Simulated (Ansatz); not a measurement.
```yaml
crystal:
  periodic: [false, false, false]
  atoms:
    - {symbol: Y, position_ang: [-0.491101, 0.003575, 0.001580]}
    - {symbol: N, position_ang: [2.491851, -0.018141, -0.008019]}
    - {symbol: H, position_ang: [2.889899, -0.958451, -0.004535]}
    - {symbol: H, position_ang: [2.902755, 0.451717, 0.800085]}
    - {symbol: H, position_ang: [2.897470, 0.443469, -0.823515]}
basis:
  gaussian: {orbitals: def2-TZVP}
total_charge: 1
hamiltonian: {xc: pbe0}
relax: {f_tol: 0.004, max_steps: 80}
```

```sh
$ ansatz run in.yaml --threads 1 --pin off --events-out ev --progress --plain --max-ram 2176MiB
```

Steps of the relaxation (energy above the last step; positions in Å, forces in eV/Å):

```
5
step 1, 643.8 meV
Y    -0.491    0.004    0.002    1.219   -0.009   -0.004
N     2.492   -0.018   -0.008   -0.673    0.005    0.002
H     2.890   -0.958   -0.005   -0.182    0.070    0.000
H     2.903    0.452    0.800   -0.183   -0.033   -0.059
H     2.897    0.443   -0.824   -0.182   -0.033    0.060
```

```
5
step 2, 336.4 meV
Y    -0.296    0.002    0.001    1.233   -0.009   -0.004
N     2.437   -0.018   -0.008   -0.685    0.005    0.002
H     2.843   -0.955   -0.004   -0.183   -0.022    0.001
H     2.856    0.450    0.797   -0.183    0.013    0.020
H     2.851    0.442   -0.820   -0.183    0.013   -0.019
```

```
5
step 3, 74.4 meV
Y    -0.101    0.001    0.000    0.792   -0.006   -0.003
N     2.387   -0.017   -0.008   -0.325    0.002    0.001
H     2.795   -0.954   -0.004   -0.156   -0.070    0.001
H     2.808    0.451    0.797   -0.155    0.037    0.062
H     2.803    0.442   -0.820   -0.156    0.036   -0.061
```

```
5
step 7, 0.2 meV
Y     0.038    0.000    0.000    0.003    0.000    0.000
N     2.375   -0.017   -0.008   -0.084    0.001    0.001
H     2.752   -0.967   -0.004    0.027    0.000    0.000
H     2.766    0.458    0.809    0.026   -0.001   -0.001
H     2.760    0.449   -0.831    0.027    0.000    0.000
```

```
5
step 8, 0.0 meV
Y     0.036    0.000    0.000    0.000    0.000    0.000
N     2.372   -0.017   -0.008   -0.002    0.000    0.000
H     2.754   -0.966   -0.004    0.001    0.000    0.000
H     2.767    0.457    0.808    0.000    0.000   -0.001
H     2.762    0.449   -0.830    0.001    0.000    0.000
```

Close pairs at the end: N2–H3 1.023 Å, N2–H5 1.023 Å, N2–H4 1.023 Å, Y1–N2 2.336 Å, Y1–H3 2.884 Å, Y1–H5 2.884 Å, Y1–H4 2.885 Å.

A stationary point of restricted PBE0 after 8 steps (its stability towards spin polarisation wasn't tested); no frequencies were run, so it isn't proven a minimum. 12 s on 1 thread of Intel Xeon 6975P-C, shared host.
